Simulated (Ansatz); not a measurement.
# CH4AlO+: an energy map over bond length C1–H4 and bond length C1–H5

A grid of calculations on CH₄AlO, SMILES [CH2]1[OH+][AlH]1, charge +1, to see where the energy is lowest and how it rises around there.

Method: RKS PBE-D4/def2-TZVP; program: Ansatz 0.2.0.

## (1) Where the work starts

SMILES `[CH2]1[OH+][AlH]1`, 7 atoms, charge 1, spin multiplicity 1.

Atoms are counted from 1 here; the program's logs count them from 0.

Bond lengths: C1–O2 1.530 Å, C1–Al3 1.931 Å, C1–H4 1.106 Å, C1–H5 1.106 Å, O2–Al3 1.847 Å, O2–H6 0.981 Å, Al3–H7 1.566 Å. Angles: O2–C1–Al3 63.2°, O2–C1–H4 111.0°, O2–C1–H5 111.0°, Al3–C1–H4 122.4°, Al3–C1–H5 122.3°, H4–C1–H5 113.1°, C1–O2–Al3 69.0°, C1–O2–H6 121.6°, Al3–O2–H6 169.4°, C1–Al3–O2 47.7°, C1–Al3–H7 179.6°, O2–Al3–H7 132.7°.

Coordinates:

```xyz
7
charge 1, multiplicity 1
C    -0.64830   -0.03935   -0.57260
O    -0.02828    0.59867    0.67209
Al    1.05575   -0.73999    0.00636
H    -1.60707   -0.53457   -0.32868
H    -0.73711    0.69778   -1.39278
H    -0.47332    1.33143    1.14993
H     2.43833   -1.31397    0.46567
```

This geometry comes from a loose relaxation at PBE in a small basis, which is not shown.

## (3) The grid

First coordinate, bond length C1–H4: 15 values from 0.963 to 1.368 Å. Second coordinate, bond length C1–H5: 15 values from 0.897 to 1.641 Å.

Nothing else is relaxed (all other coordinates rigid). Energies count from the relaxed molecule at the same level.

(The set-up runs are not shown.)

## (4) Grid point bond length C1–H4 = 1.050 Å, bond length C1–H5 = 1.004 Å

input.yaml reads:

```yaml
crystal:
  periodic: [false, false, false]
  atoms:
    - { symbol: C, position_ang: [-0.648681, -0.049697, -0.585252] }
    - { symbol: O, position_ang: [-0.020729, 0.596044, 0.675689] }
    - { symbol: Al, position_ang: [1.046968, -0.723635, 0.016995] }
    - { symbol: H, position_ang: [-1.559225, -0.510812, -0.338711] }
    - { symbol: H, position_ang: [-0.728073, 0.631493, -1.318527] }
    - { symbol: H, position_ang: [-0.469405, 1.325937, 1.14657] }
    - { symbol: H, position_ang: [2.424694, -1.311156, 0.458798] }
total_charge: 1
basis:
  gaussian: { orbitals: def2-TZVP }
hamiltonian:
  xc: pbe
  dispersion: d4
output:
  forces: true
```

On the command line:

```
ansatz run input.yaml --threads 1 --pin off --max-ram 2560MiB --backend cpu --events-out ev --progress --plain --runs-dir out
```

The session goes on with these runs: the other points that were computed.

**Question.** What will these runs give? Wanted: lowest point; highest computed point; largest force on an atom.

The runs gave:

```
                       quantity                                                                                                                                                         value
                   lowest point                                                                                       bond length C1–H4 = 1.108 Å, bond length C1–H5 = 1.110 Å, 0.16 kcal/mol
         highest computed point                                                                      bond length C1–H4 = 1.368 Å, bond length C1–H5 = 1.641 Å, 63.0 kcal/mol above the lowest
largest force on an atom (eV/Å)  0.5 at bond length C1–H4 = 1.108 Å, bond length C1–H5 = 1.110 Å to 14.0 at bond length C1–H4 = 1.368 Å, bond length C1–H5 = 0.897 Å; 0.5 at the lowest point
        time for the whole task                                                                                                                              5.3 min on 1 thread, shared host
```

The lowest computed point is at bond length C1–H4 = 1.108 Å, bond length C1–H5 = 1.110 Å, 0.16 kcal/mol from the relaxed molecule at the same level. The grid shows no other well, apart from its symmetry copies. The highest computed point, bond length C1–H4 = 1.368 Å, bond length C1–H5 = 1.641 Å, lies 63.0 kcal/mol above the lowest. Round the minimum the two coordinates are nearly uncoupled.
